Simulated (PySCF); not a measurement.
NO, SMILES O=[N], multiplicity 2.

Geometry: PBE-D3(BJ)/def2-TZVPD.

The numbers are results of ωB97X/def2-TZVPD in PySCF, not measurements.

| Item | Value |
|---|---|
| total energy | -129.91398 hartree |
| point group | C∞v |
| α spin, highest occupied and lowest empty level | -8.96 and -0.28 eV |
| β spin, highest occupied and lowest empty level | -15.70 and 0.18 eV |
| dipole moment | 0.09 D |
| ⟨S²⟩ | 0.754 (pure state 0.75) |
